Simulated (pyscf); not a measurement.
Thermochemistry of product channels of `[CH3][CH2][O][SiH3]` + `[H]` [doublet] on the doublet surface, in eV, from ωB97M-D3(BJ)/def2-TZVP energies (ideal gas, 1 atm, RRHO with modes under 100 cm⁻¹ raised to 100, one conformer, R ln 2 for chiral ones without a mode under 150 cm⁻¹). PySCF, gas phase, ωB97X-D3(BJ)/def2-SVP geometries.

```
products                                                     ΔE  ΔH(298 K)  ΔG(298 K)  ΔG(1200 K)
---------------------------------------------------  ----------  ---------  ---------  ----------
`[CH4]` + `[CH2][O][SiH3]` [doublet]                 (withheld)      -0.75      -0.91       -1.30
`[CH2][CH3]` [doublet] + `[OH][SiH3]`                     -1.03      -0.98      -1.22       -1.88
`[CH4]` + `[CH3][O][SiH2]` [doublet]                      -1.06      -0.89      -1.04       -1.36
`[CH3][CH2][O][SiH2]` [doublet] + `[H][H]`                -0.47      -0.44      -0.51  (withheld)
`[CH3][CH3]` + `[O][SiH3]` [doublet]                 (withheld)      -0.31      -0.45       -0.75
`[CH2][CH3]` [doublet] + `[O]` [triplet] + `[SiH4]`       +4.83      +4.72      +4.18       +2.57
`[CH3][CH3]` + `[OH][SiH2]` [doublet]                     -1.49      -1.31      -1.47       -1.85
```

### Question
What belongs in the gaps?

### Answer

- `[CH4]` + `[CH2][O][SiH3]` [doublet], ΔE: -0.81
- `[CH3][CH2][O][SiH2]` [doublet] + `[H][H]`, ΔG(1200 K): -0.69
- `[CH3][CH3]` + `[O][SiH3]` [doublet], ΔE: -0.41

These are energies of the channels, which say nothing of barriers. H₃C–CH₂–O–SiH₃ lies 0.79 eV over its isomer H₃C–CH₂–SiH₂–OH (electronic energy, ωB97M-D3(BJ)/def2-TZVP). H₃C–CH₂–O–SiH₂• lies 1.32 eV over its isomer H₃C–Si•(CH₃)–OH (electronic energy, ωB97M-D3(BJ)/def2-TZVP). Left out: orbital degeneracy and the spin-orbit lowering of O. The orbital near-degeneracy of the XH₃O or XH₃S radical is left out.
